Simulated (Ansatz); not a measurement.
Antifluorite Mg2Ge, treated with revPBE in Ansatz (plane waves, PAW).

Settings: plane-wave cutoff 520 eV, 10×10×10 k mesh, Fermi–Dirac smearing 0.01 eV, scalar-relativistic PAW data made under PBE.

Pressure at four volumes; x = ln(V/22.585 Å³). One pressure is withheld.

| V (Å³/atom) | x | P (GPa) |
|---|---|---|
| 21.230 | -0.0619 | ? |
| 21.681 | -0.0408 | 2.10 |
| 22.585 | 0.0000 | 0.00 |
| 23.940 | 0.0583 | -2.44 |

Problem. Pass a parabola P(x) through the three rows shown, estimate the bulk modulus and its pressure derivative near zero pressure, and predict the withheld pressure.

Solution. Slopes between the rows: (0.00 − (2.10))/(0.0000 − (-0.0408)) = -51.47 and (-2.44 − (0.00))/(0.0583 − (0.0000)) = -41.85 GPa. Their difference over the span 0.0991 is c = 9.62/0.0991 = 97.1 GPa, so P(x) = 2.10 + (-51.47)(x − (-0.0408)) + 97.1 (x − (-0.0408))(x − (0.0000)). At the middle row B = −dP/dx = −[-51.47 + 97.1 × 0.0408] = 47.5 GPa, and B′ = dB/dP = 2c/B = 4.1. At x = -0.0619 the parabola gives 3.31 GPa; the run gives 3.33 GPa. The Birch–Murnaghan fit to the energies at all volumes has B0 = 47.3 GPa and B′ = 4.2.

Ansatz is a quantum-chemistry and plane-wave program.
